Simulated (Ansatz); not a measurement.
A nudged elastic band was laid between two geometries of CH3ClO3 (8 atoms, charge 0, multiplicity 1).

Computed with Ansatz 0.2.0, RKS PBE-D4/def2-SVP.

* movable images: 5
* climbing image: yes
* spring: 5.0 eV/Å²
* optimiser: quadratic models (default)
* start path: IDPP
* force threshold: 0.05 eV/Å
* iteration limit: 60
* end points: relaxed

Image 0:

```xyz
8
Properties=species:S:1:pos:R:3
O -0.840 0.181 1.075
C 0.051 -0.033 0.071
O 1.173 0.718 0.229
O 0.348 -1.352 -0.064
Cl -0.809 0.546 -1.603
H -1.079 1.128 1.059
H 1.734 0.577 -0.559
H -0.486 -1.823 -0.262
```

Image 6:

```xyz
8
Properties=species:S:1:pos:R:3
O -0.664 0.369 0.951
C 0.166 -0.174 -0.018
O 1.482 0.128 0.090
O 0.062 -1.515 -0.080
Cl -0.497 0.668 -1.682
H -1.152 1.099 0.521
H 1.565 1.099 0.041
H -0.869 -1.730 0.122
```

Question: Which bonds break or form, and what moves?

Answer: No bond is made or broken. The dihedral O1–C2–O3–H7 goes from -175 to -59°.

Question: Give the energies along the band, and the barrier.

Answer: It converged. The highest image is number 5 of 0 to 6, 2.1 kcal/mol above the first end and 0.0 kcal/mol above the last; the last end lies 2.1 kcal/mol above the first. The top lies less than 8 meV above the higher end, about what the thresholds resolve: that end is a shoulder or a very shallow well. A vibrational analysis at the climbing image gives one clearly imaginary mode, 49i cm⁻¹: a first-order saddle point.

```tsv
image	path coordinate (Å)	energy (kcal/mol)	dihedral O1–C2–O3–H7 (°)
0	0.00	0.0	-175
1	0.28	0.2	-159
2	0.57	0.9	-140
3	0.85	1.8	-117
4	1.14	2.1	-95
5	1.42	2.1	-77
6	1.70	2.1	-59
```

Question: What is the geometry of the highest image?

Answer: 
```xyz
8
Properties=species:S:1:pos:R:3:forces:R:3
O -0.790 0.382 0.873 0.00 0.00 -0.01
C 0.145 -0.175 0.019 0.00 0.00 0.00
O 1.439 0.217 0.178 0.00 0.00 0.00
O 0.108 -1.517 0.097 0.00 0.00 0.00
Cl -0.400 0.485 -1.760 0.00 0.00 0.00
H -1.117 1.200 0.451 0.00 0.00 0.00
H 1.525 1.107 -0.214 0.00 0.00 0.00
H -0.817 -1.756 0.300 0.00 0.00 0.00
```

Time of the run: 53 s on 1 thread of Intel(R) Xeon(R) 6975P-C (Granite Rapids) (shared host), peak memory 0.14 GiB.
